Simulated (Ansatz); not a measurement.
hcp Re, treated with r²SCAN-D4 (plane waves, PAW; Ansatz, a quantum-chemistry and plane-wave program).

Numerical settings: plane-wave cutoff 560 eV, 24×24×12 k mesh (along the axes of the cell as run), Fermi–Dirac smearing 0.05 eV, no spin polarisation, scalar-relativistic PAW data made under PBE.

Cell (relaxed at this level):

```yaml
crystal:
  lattice:
    - [1.37686, -2.38479, 0.00000]
    - [1.37686, 2.38479, 0.00000]
    - [0.00000, 0.00000, 4.45365]
  atoms:
    - { symbol: Re, position: [0.33333, 0.66667, 0.25000] }
    - { symbol: Re, position: [0.66667, 0.33333, 0.75000] }
```

**Question.** Give the computed bulk modulus and pressure derivative B′ of the bulk modulus.

**Answer.** 
* **bulk modulus**: 394 GPa
* **pressure derivative B′ of the bulk modulus**: 4.4

The run finds no gap.

Measured, for comparison: bulk modulus 369 GPa (zero-point energy and finite temperature contributions removed, our sources range from 369 to 381; as tabulated in doi:10.1021/acs.jctc.3c00612). Computed (rounded) less measured: bulk modulus +7 % (+3 % to +7 % over the range).

Note: the bulk modulus comes from volumes at which shape and atoms were relaxed.

Spin–orbit coupling is not included.

Static lattice: no zero-point or thermal effects.

It cost around 4 core-minutes (rough) of CPU time.
